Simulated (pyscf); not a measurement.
H₂N–SiH(Cl)–Cl (SMILES N[SiH](Cl)Cl) + NH₂• (SMILES [NH2]) → H₂N–Si•(Cl)–Cl (SMILES N[Si](Cl)Cl) + NH₃ (SMILES N), a hydrogen abstraction (doublet surface; H–Si broken, H–N formed). Single points on ωB97X-D3(BJ)/def2-SVP structures (PySCF, gas phase). Energies in kJ/mol from the separated reactants.

AM1 to PM7: differences of heats of formation from MOPAC, which are fitted to 298 K values and so differ in kind from electronic energies by zero-point and thermal terms. Open shells are spin-unrestricted. 

Question: Quick PM7 single points give ΔE‡ = 48.2 kJ/mol and ΔE = -79.2 kJ/mol. What does ωB97M-D3(BJ)/def2-TZVP give, and how far is the quick result from it?

Answer: ωB97M-D3(BJ)/def2-TZVP gives ΔE‡ = 18.2 kJ/mol and ΔE = -70.9 kJ/mol. PM7 lies 30.1 kJ/mol over it in the barrier and 8.3 kJ/mol under it in the reaction energy, so on this step it does not hold to within 12.6 kJ/mol. ωB97M-D3(BJ)/def2-TZVP has limits of its own. This is the saddle that the search found; another between the same sides may lie lower. The angle at the transferred H is 150°.
